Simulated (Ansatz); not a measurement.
A run of Ansatz (development build ahead of 0.2.0) on doublet AlB(-) at this shape:

```csv
atom,x (Å),y (Å),z (Å)
B,0.0000,0.0000,0.0000
Al,0.0000,0.0000,2.1100
```

Its results:

```json
{
 "Converged": "yes",
 "Total energy": "-266.42743 hartree",
 "Spin squared of the determinant": "0.750",
 "Stability test": "minimum among restricted orbitals"
}
```

Problem. Which input gives this output? Name the method, the orbitals and the basis set, and write the input.

Solution. ROHF in pcseg-2.

```yaml
crystal:
  periodic: [false, false, false]
  atoms:
    - { symbol: B, position_ang: [0.0, 0.0, 0.0] }
    - { symbol: Al, position_ang: [0.0, 0.0, 2.11] }
basis:
  gaussian: { orbitals: pcseg-2 }
total_charge: -1
magnetization:
  initial_magnetization: 1
hamiltonian:
  xc: hf
```

Caution: no diffuse functions for an anion.
